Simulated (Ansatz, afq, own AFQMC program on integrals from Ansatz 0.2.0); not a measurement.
Integrals from Ansatz 0.2.0, then the random walk in our own AFQMC program (afq).

```yaml
crystal:
  periodic: [false, false, false]
  atoms:
    - {symbol: Ni, position_ang: [0.000000, 0.000000, 0.000000]}
basis:
  gaussian: {orbitals: def2-SVP}
magnetization: {spin_polarized: true, initial_magnetization: 2}
correlation: {method: ccsd_t, electrons: outside_noble_gas, hamiltonian_folder: ham}
```

```sh
$ ansatz run in.yaml --threads 1 --pin off --events-out ev --progress --plain --max-ram 1382MiB
```

Options of the walk:

```
--method free --trial cisd --walkers 100 --time-step 0.03 --max-blocks 80 --target-error 0.00038 --factor-cut 1e-05 --seed 455 --times 0,0.21,0.42,0.81,1.2,1.8,2.4,3 --taylor-order 8
```

Times are imaginary, in 1/Eh. The walk had a cap of 513 s.

Output of the walk:

```
orbitals 22  electrons 6 4  factors 180 of 237
reference energy -1506.64311925 Eh
CCSD correlation -0.19183665 Eh in 10 cycles, weight of the determinant in the CISD state 0.9196
repeat  energy at the last time / Eh  error
    10  -1506.839160  0.000590
    20  -1506.838614  0.000446
    30  -1506.839075  0.000358
time / (1/Eh)  energy / Eh  error  mean overlap
  0.00  -1506.834929  0.000200  1.0880
  0.21  -1506.837797  0.000272  1.0952
  0.42  -1506.839177  0.000234  1.0861
  0.81  -1506.839205  0.000313  1.0874
  1.20  -1506.839366  0.000313  1.0943
  1.80  -1506.839244  0.000364  1.0916
  2.40  -1506.839592  0.000372  1.1026
  3.00  -1506.839218  0.000376  1.1018
energy -1506.839218 +/- 0.000376 Eh
```

The run passed its tests (error under three times the target), which doesn't prove that it has relaxed.

Against this walk (error 10.2 meV) on the same determinant: CCSD(T) 22.5 meV lower, CCSDT(Q) 12.1 meV lower (within the noise). The error is statistical, and a free projection of finite length keeps a remainder of its start.

Cautions: remainder of the start not in the error; no relativity below Rb; outer-core shells of the metal frozen.

The walk took 91 s on 1 thread of Intel(R) Xeon(R) Platinum 8375C CPU @ 2.90GHz (Ice Lake), on a shared host. The log's last line is the free-projection energy.

CCSDT and higher add their correlation energy to the determinant of the CCSD(T) run, since their own runs factorise the integrals more tightly (a shift of under 2 meV). A walk keeps the symmetry of its determinant, which the program's search chose and which needn't be the lowest solution, so a lower state of the same spin and another symmetry isn't excluded.
